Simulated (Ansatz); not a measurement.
Input for Ansatz (development build ahead of 0.2.0):

```yaml
crystal:
  periodic: [false, false, false]
  atoms:
    - { symbol: C, position_ang: [0.0393, -0.03087, -0.00157] }
    - { symbol: F, position_ang: [0.79388, 0.79593, 0.75718] }
    - { symbol: F, position_ang: [0.74483, -0.76682, -0.71239] }
    - { symbol: F, position_ang: [-0.73214, 0.74425, -0.79846] }
    - { symbol: F, position_ang: [-0.77938, -0.73767, 0.79996] }
basis:
  gaussian: { orbitals: cc-pVTZ }
hamiltonian:
  xc: hf
correlation:
  method: mp2
  frozen_orbitals: { C: 1, F: 1 }
```

The input is written out in the form of the current development build from the run's settings.

Output:

```json
{
 "Converged": "yes",
 "Reference energy": "-435.80708 hartree",
 "Correlation energy": "-1.15226 hartree",
 "Total energy": "-436.95934 hartree",
 "Spin squared of the determinant": "0.000"
}
```
